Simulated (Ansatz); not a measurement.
Corundum (α-Al2O3) was calculated with r²SCAN-D4 (Ansatz, an electronic-structure program, PAW).

Settings: plane-wave cutoff 560 eV, 8×8×8 k mesh, Fermi–Dirac smearing 0.01 eV, scalar-relativistic PAW data made under PBE.

Cell (relaxed at this level):

```cif
data_Al4O6
_chemical_formula_sum 'Al4 O6'
_space_group_name_H-M_alt 'P 1'
_space_group_IT_number 1
_cell_length_a 5.11706
_cell_length_b 5.11706
_cell_length_c 5.11706
_cell_angle_alpha 55.282
_cell_angle_beta 55.282
_cell_angle_gamma 55.282
loop_
_space_group_symop_operation_xyz
  'x, y, z'
loop_
_atom_site_label
_atom_site_type_symbol
_atom_site_fract_x
_atom_site_fract_y
_atom_site_fract_z
_atom_site_occupancy
Al1 Al 0.85191 0.85191 0.85191 1
Al2 Al 0.35191 0.35191 0.35191 1
Al3 Al 0.14809 0.14809 0.14809 1
Al4 Al 0.64809 0.64809 0.64809 1
O1 O 0.44356 0.05644 0.75000 1
O2 O 0.05644 0.75000 0.44356 1
O3 O 0.55644 0.94356 0.25000 1
O4 O 0.25000 0.55644 0.94356 1
O5 O 0.94356 0.25000 0.55644 1
O6 O 0.75000 0.44356 0.05644 1
```

Give the computed bulk modulus, band gap and pressure derivative B′ of the bulk modulus.


- bulk modulus: 260 GPa
- band gap: 7.23 eV (direct)
- pressure derivative B′ of the bulk modulus: 3.9

Measured, for comparison: bulk modulus 254 GPa (298 K, copied from a table, unchecked, not corrected to a static lattice, with K' = 4.34, our sources range from 239 to 254; as tabulated in BurnMan's mineral tables). Computed (rounded) less measured: bulk modulus not scored (unchecked). A static lattice is as a rule a little smaller and stiffer than an uncorrected measurement, which narrows the difference in the bulk modulus and would widen misses of the other sign.

Note: the bulk modulus comes from volumes at which shape and atoms were relaxed.

The computed numbers hold no vibrational or temperature effects.

It cost very roughly 13 core-minutes of CPU time.
